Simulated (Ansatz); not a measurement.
Basis-set extrapolation for CH$_{3}$BS (`BC=S`) (PBE0-D4/def2-TZVP geometry, frozen core, Ansatz 0.2.0). Multiplicity 1, RHF reference.

```
                      def2-TZVPP   def2-QZVPP
                 HF  -461.805297  -461.819422
    MP2 correlation    -0.439347    -0.470680
CCSD(T) correlation    -0.496195    -0.524012
```

Energies in hartree. Use E(X) = E(∞) + A·exp(−7.88·√X) for Hartree–Fock and E(X) = E(∞) + B·X^(−2.97) for correlation, with X = 3 and 4.

Task: What is the CCSD(T) energy at the basis-set limit?

Result: HF limit: -461.819422 + (-0.014125) × 0.13774 = -461.82137. Correlation limit: -0.524012 + (-0.027817) × 0.74074 = -0.54462. Total: -462.36599 hartree, 169.3 kJ/mol below CCSD(T)/def2-TZVPP.
